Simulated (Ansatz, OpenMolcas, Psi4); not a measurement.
SiNH5 (SMILES [SiH3]N): methods side by side

The species is SiNH5 (7 atoms), meant as a singlet with charge 0. SMILES: `[SiH3]N`. The shape is that of a PBE0-D4/def2-TZVP optimisation.

Each level gives the electronic atomisation energy (eV). The values are calculated. Electronic energies at fixed atoms, without zero-point motion or spin-orbit coupling.

```tsv
level	kind	program	value (eV)	CPU time (all runs)
SVWN5/def2-TZVP	LDA	Ansatz	24.87	4.1 s
revPBE/def2-TZVP	GGA	Ansatz	21.61	6 s
M06-L/def2-TZVP	meta-GGA	OpenMolcas	22.28	81 s
BHLYP/def2-TZVP	global hybrid	OpenMolcas	21.96	52 s
PBE0/def2-TZVP	global hybrid	Psi4	21.99	50 s
wB97M-V/def2-TZVP	range-separated hybrid	Ansatz	22.46	39 s
PBE-QIDH/def2-TZVP	double hybrid	Ansatz	21.82	7.5 s
CCSD/def2-TZVP	coupled cluster or CI	Psi4	21.22	47 s
```

The values span 21.22 to 24.87 eV. CPU times are rough (shared hosts, several kinds of processor): they show what a rung costs within a factor of a few.
